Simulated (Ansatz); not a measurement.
**Question.** Name a neutral molecule of C, Cl, O and H with HOMO energy (PBE/def2-TZVPP) between -7.10 and -6.80 eV and HOMO energy (ωB97M-V/def2-TZVPP) between -11.15 and -10.85 eV (Ansatz, PBE0-D4/def2-TZVP geometry).

**Answer.** `CC(=O)Cl` (-7.03 eV, -10.86 eV); `C=CC(=O)Cl` (-7.05 eV, -10.89 eV). Other molecules can fit too; these were computed, each in one conformer that needn't be the lowest.
